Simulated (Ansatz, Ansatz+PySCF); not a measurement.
# Stretching doublet CH

The C–H distance is varied.

Basis set: 6-31G (spherical functions). Left uncorrelated: 1 orbital. Correlation on ROHF uses semicanonical orbitals with singles. Charge 0, multiplicity 2.

Computed with Ansatz (development build ahead of 0.2.0), each point on the determinant that the search for low states chose. Each curve is measured from its own lowest point listed.

```tsv
r(C–H) (Å)	ROHF-CCSD (eV)	UHF-CCSD (eV)	ROHF-CCSD(T) (eV)
1.017	0.266	0.267	0.268
1.074	0.066	0.067	0.068
1.187	0.000	0.000	0.000
1.300	0.183	0.182	0.180
1.356	0.321	0.320	0.317
1.469	0.639	0.637	0.631
1.526	0.806	0.804	0.796
1.639	1.136	1.134	1.121
1.695	1.296	1.293	1.277
1.752	1.449	1.446	1.426
1.808	1.595	1.591	1.567
1.921	1.864	1.855	1.825
1.978	1.985	1.974	1.940
2.034	2.098	2.082	2.045
2.091	2.200	2.180	2.140
2.204	2.378	2.347	2.301
2.260	2.452	2.417	2.367
2.317	2.518	2.477	2.425
```

(1) Give the ROHF-MP2 curve at the same distances.

Answers

(1)

| r (Å) | E (eV) |
| --- | --- |
| 1.017 | 0.213 |
| 1.074 | 0.029 |
| 1.187 | 0.000 |
| 1.300 | 0.228 |
| 1.356 | 0.394 |
| 1.469 | 0.774 |
| 1.526 | 0.976 |
| 1.639 | 1.388 |
| 1.695 | 1.592 |
| 1.752 | 1.794 |
| 1.808 | 1.992 |
| 1.921 | 2.374 |
| 1.978 | 2.557 |
| 2.034 | 2.734 |
| 2.091 | 2.904 |
| 2.204 | 3.224 |
| 2.260 | 3.373 |
| 2.317 | 3.514 |

Caution at some points: bonds are stretched, where a single reference can fail; large amplitudes, a single reference is doubtful. Caution for ROHF-MP2 at some points, ROHF-CCSD at some points, ROHF-CCSD(T) at some points: an unrestricted determinant lies well below. Caution for ROHF-MP2 at some points: forces differ strongly between restricted and unrestricted references; the program doubts this total. Caution for ROHF-CCSD at some points, ROHF-CCSD(T) at some points: the amplitudes may be one of several solutions. Caution for UHF-CCSD at some points: a plain start can end on a higher determinant; the determinant may break the point group; the unrestricted determinant is a mixture of spin states.
